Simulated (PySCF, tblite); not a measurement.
# C₂H₃+: deprotonation, part 2 of 2

tblite 0.8.0 and PySCF 2.14.0. Atoms count from 0.

## (16) Deprotonation: MP2/jun-cc-pV(T+d)Z

This step combines the energies above: geometries from PBE0-D3(BJ)/ma-def2-SVP, zero-point and thermal terms from PBE0-D3(BJ)/ma-def2-SVP.

What the job is given:

```
{"job": {"kind": "ac", "geom": {"xc": "PBE0", "basis": "ma-def2-SVP", "d3": "d3bj", "grid": 1}, "hess": 1, "level": {"xc": "MP2", "basis": "jun-cc-pV(T+d)Z"}}, "charge": 1, "multiplicity": 1}
C      0.773735    -0.012874     0.016587
C     -0.487053     0.012109    -0.021370
H      1.867768    -0.034833     0.049503
H     -1.046532     0.972793    -0.056577
H     -1.083694    -0.926696    -0.020471
```

Output (the driver's rows laid out field by field):

```text
deprotonation site by site, MP2/jun-cc-pV(T+d)Z // PBE0-D3(BJ)/ma-def2-SVP

row 1
  formula                 C2H2
  charge                  0
  multiplicity            1
  smiles                  C#C
  kept                    yes
  pieces                  1
  point_group             Dinfh
  atom                    1
  element                 C
  electronic              615.9
  enthalpy                600.84
  free_energy             577.04
  share_gas               1.0

row 2
  formula                 C2H2
  charge                  0
  multiplicity            1
  smiles                  [C]=C
  kept                    yes
  pieces                  1
  point_group             C2v
  atom                    0
  element                 C
  triplet_less_singlet_ev 2.7822
  electronic              832.47
  enthalpy                809.29
  free_energy             778.19
  share_gas               5.755e-36
```

Run time: 7.1 s. Hardware: 1 thread of Arm Neoverse V1, shared host.

Some single points behind these values are not shown above.

Energy needed to remove a proton (kJ/mol, gas phase, 298 K for the thermal columns):

```tsv
site	product	electronic	enthalpy	free energy
C1	C#C	615.9	600.8	577.0
C0	[C]=C	832.5	809.3	778.2
```

## (17) Single point (C2H3+): HF/jun-cc-pV(T+d)Z

Geometry: PBE0-D3(BJ)/ma-def2-SVP.

What the job is given:

```
{"job": {"kind": "sp", "xc": "HF", "basis": "jun-cc-pV(T+d)Z", "grid": 2}, "charge": 1, "multiplicity": 1}
C      0.773735    -0.012874     0.016587
C     -0.487053     0.012109    -0.021370
H      1.867768    -0.034833     0.049503
H     -1.046532     0.972793    -0.056577
H     -1.083694    -0.926696    -0.020471
```

What it wrote:

```text
final grid: 38536 points
cycle   1  E = -77.0368165496  dE =  4.897e-01  |g| = 4.337e-01  |ddm| = 1.469e+00
cycle   2  E = -77.1028445730  dE = -6.603e-02  |g| = 1.832e-01  |ddm| = 3.632e-01
cycle   3  E = -77.1122574967  dE = -9.413e-03  |g| = 5.429e-02  |ddm| = 1.162e-01
cycle   4  E = -77.1140583057  dE = -1.801e-03  |g| = 2.574e-02  |ddm| = 5.935e-02
cycle   5  E = -77.1144540131  dE = -3.957e-04  |g| = 1.009e-02  |ddm| = 2.003e-02
cycle   6  E = -77.1145982209  dE = -1.442e-04  |g| = 3.053e-03  |ddm| = 1.764e-02
cycle   7  E = -77.1146070142  dE = -8.793e-06  |g| = 3.715e-04  |ddm| = 5.487e-03
cycle   8  E = -77.1146070787  dE = -6.447e-08  |g| = 7.848e-05  |ddm| = 4.595e-04
cycle   9  E = -77.1146070820  dE = -3.294e-09  |g| = 1.277e-05  |ddm| = 1.049e-04
converged SCF energy = -77.1146070820
```

It took 0.28 s on 1 thread of Arm Neoverse V1, shared host.

## (18) Single point (C2H2): HF/jun-cc-pV(T+d)Z

Geometry: PBE0-D3(BJ)/ma-def2-SVP.

What the job is given:

```
{"job": {"kind": "sp", "xc": "HF", "basis": "jun-cc-pV(T+d)Z", "grid": 2}, "charge": 0, "multiplicity": 1}
C      0.857654    -0.085196     0.013398
C     -0.312039    -0.391197    -0.024119
H      1.897674     0.186202     0.047072
H     -1.352068    -0.662560    -0.057798
```

What it wrote:

```text
final grid: 33160 points
cycle   1  E = -76.8262597917  dE =  1.428e-01  |g| = 2.447e-01  |ddm| = 1.482e+00
cycle   2  E = -76.8471085783  dE = -2.085e-02  |g| = 5.622e-02  |ddm| = 1.992e-01
cycle   3  E = -76.8484953063  dE = -1.387e-03  |g| = 1.055e-02  |ddm| = 4.915e-02
cycle   4  E = -76.8485389943  dE = -4.369e-05  |g| = 2.133e-03  |ddm| = 1.166e-02
cycle   5  E = -76.8485402767  dE = -1.282e-06  |g| = 3.540e-04  |ddm| = 1.534e-03
cycle   6  E = -76.8485403554  dE = -7.871e-08  |g| = 9.528e-05  |ddm| = 4.479e-04
cycle   7  E = -76.8485403608  dE = -5.418e-09  |g| = 1.056e-05  |ddm| = 1.395e-04
converged SCF energy = -76.8485403608
```

It took 0.2 s on 1 thread of Arm Neoverse V1, shared host.

## (19) Deprotonation: HF/jun-cc-pV(T+d)Z

This step combines the energies above: geometries from PBE0-D3(BJ)/ma-def2-SVP, zero-point and thermal terms from PBE0-D3(BJ)/ma-def2-SVP.

What the job is given:

```
{"job": {"kind": "ac", "geom": {"xc": "PBE0", "basis": "ma-def2-SVP", "d3": "d3bj", "grid": 1}, "hess": 1, "level": {"xc": "HF", "basis": "jun-cc-pV(T+d)Z"}}, "charge": 1, "multiplicity": 1}
C      0.773735    -0.012874     0.016587
C     -0.487053     0.012109    -0.021370
H      1.867768    -0.034833     0.049503
H     -1.046532     0.972793    -0.056577
H     -1.083694    -0.926696    -0.020471
```

Output (the driver's rows laid out field by field):

```text
deprotonation site by site, HF/jun-cc-pV(T+d)Z // PBE0-D3(BJ)/ma-def2-SVP

row 1
  formula                 C2H2
  charge                  0
  multiplicity            1
  smiles                  C#C
  kept                    yes
  pieces                  1
  point_group             Dinfh
  atom                    1
  element                 C
  electronic              698.56
  enthalpy                683.5
  free_energy             659.7
  share_gas               1.0

row 2
  formula                 C2H2
  charge                  0
  multiplicity            1
  smiles                  [C]=C
  kept                    yes
  pieces                  1
  point_group             C2v
  atom                    0
  element                 C
  triplet_less_singlet_ev 2.7822
  electronic              841.92
  enthalpy                818.74
  free_energy             787.64
  share_gas               3.854e-23
```

Run time: 0.78 s. Hardware: 1 thread of Arm Neoverse V1, shared host.

Some single points behind these values are not shown above.

Energy needed to remove a proton (kJ/mol, gas phase, 298 K for the thermal columns):

```tsv
site	product	electronic	enthalpy	free energy
C1	C#C	698.6	683.5	659.7
C0	[C]=C	841.9	818.7	787.6
```

## (20) What came out

What follows sums up all 2 parts.

| quantity | value |
| --- | --- |
| strongest single infrared mode (GFN2-xTB) | 2767 cm⁻¹, 351 km/mol |
| zero-point energy (GFN2-xTB) | 20.6 kcal/mol |
| point group | C2v |
| rotational constants (main isotopes) | 277.76, 32.65, 29.21 GHz |
| ΔH of deprotonation, C1 (wB97X-D3(BJ)/ma-def2-TZVP) | 655.0 kJ/mol |
| ΔH of deprotonation, C0 (wB97X-D3(BJ)/ma-def2-TZVP) | 820.6 kJ/mol |
| ΔH of deprotonation, C1 (CCSD(T)/jun-cc-pV(T+d)Z) | 632.9 kJ/mol |
| ΔH of deprotonation, C0 (CCSD(T)/jun-cc-pV(T+d)Z) | 808.5 kJ/mol |
| ΔH of deprotonation, C1 (MP2/jun-cc-pV(T+d)Z) | 600.8 kJ/mol |
| ΔH of deprotonation, C0 (MP2/jun-cc-pV(T+d)Z) | 809.3 kJ/mol |
| ΔH of deprotonation, C1 (HF/jun-cc-pV(T+d)Z) | 683.5 kJ/mol |
| ΔH of deprotonation, C0 (HF/jun-cc-pV(T+d)Z) | 818.7 kJ/mol |

What this shows: All 9 modes are real, so the xTB geometry is a minimum. The strongest single mode, at 2767 cm⁻¹, moves mainly H4 and H3. GFN2-xTB is a fitted tight-binding method: band positions and strengths are rough. Its intensities can rank the bands wrongly. Over 3 steps the energy fell by 0.125 eV; of the close pairs, C0–C1 changed most, 1.234 to 1.262 Å (PBE0/ma-def2-SVP). At wB97X-D3(BJ)/ma-def2-TZVP the ΔH of deprotonation runs from 655.0 kJ/mol (C1) to 820.6 kJ/mol (C0). At CCSD(T)/jun-cc-pV(T+d)Z the ΔH of deprotonation runs from 632.9 kJ/mol (C1) to 808.5 kJ/mol (C0). At MP2/jun-cc-pV(T+d)Z the ΔH of deprotonation runs from 600.8 kJ/mol (C1) to 809.3 kJ/mol (C0). At HF/jun-cc-pV(T+d)Z the ΔH of deprotonation runs from 683.5 kJ/mol (C1) to 818.7 kJ/mol (C0).
